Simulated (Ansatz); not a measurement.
Saddle point of CH5S, doublet (CH₄ + HS → CH₃ + H₂S; bonds formed: H1–S3; bonds broken: H1–C2), PBE0-D4/def2-TZVP structure:

H1  (-0.027, -0.025, -0.635)
C2  (-0.449, -0.198, 0.935)
S3  (0.403, 0.159, -1.987)
H4  (0.161, 0.581, 1.373)
H5  (-0.137, -1.225, 1.076)
H6  (-1.508, -0.001, 0.820)
H7  (1.557, 0.710, -1.583)
(Å)

Energies are electronic, without zero-point energy. Barriers and step energies count from the start structure reached by relaxing down the imaginary mode; all methods use the PBE0-D4 structures, on which another method's saddle can fall below an end. Program: Ansatz 0.2.0. Basis: def2-TZVPP, with def2-QZVPP for the basis limit. Cores are frozen in the correlated methods; orbitals are unrestricted. B3LYP uses VWN-RPA correlation. Extrapolation: Hartree–Fock as exp(−7.88 √X), correlation as X^−2.97.

| method | barrier (kJ/mol) | step energy (kJ/mol) |
| --- | --- | --- |
| SPW92 | 39.9 | 60.6 |
| PBE-D4 | 58.9 | 62.4 |
| BLYP-D4 | 67.0 | 66.6 |
| r2SCAN-D4 | 62.0 | 56.8 |
| B97M-V | ? | 65.3 |
| PBE0-D4 | ? | 64.7 |
| B3LYP-D4 | ? | 68.6 |
| r2SCAN0-D4 | 71.4 | 60.4 |
| BHLYP-D4 | 89.6 | 71.5 |
| CAM-B3LYP-D4 | 83.2 | 70.8 |
| wB97X-V | 84.2 | 70.9 |
| wB97M-V | 84.7 | 68.2 |
| B2PLYP | 84.5 | 70.3 |
| PBE-QIDH | 82.9 | 67.8 |
| RPA on PBE | 99.8 | 80.2 |
| HF | 118.8 | 73.1 |
| MP2 | 91.3 | 70.8 |
| CCSD | 95.8 | 72.5 |
| CCSD(T) | 90.3 | 71.4 |

(1) Fill in the withheld barriers. (Judge from chemistry; the value comes from the calculation.)

T1 diagnostic: at most 0.014. ⟨S²⟩ of the unrestricted Hartree–Fock references: 0.76 to 0.78 (a pure state has 0.75).

Results:

(1) By the calculation: B97M-V 76.1; PBE0-D4 70.8; B3LYP-D4 76.1 kJ/mol. Each is the energy of the saddle less that of the start structure, by the same method.

For comparison, the barrier by CCSD(T) at an estimated basis limit (MP2 extrapolated from triple and quadruple zeta, plus CCSD(T) − MP2 in triple zeta) is 85.6 kJ/mol.

For scale, one of the runs: CCSD(T)/def2-TZVPP, 143 basis functions (an equivalent command: `ansatz run in.yaml --threads 2`). Hardware: 2 CPU threads, shared host. Wall time 20 s; peak host memory 2.1 GiB.
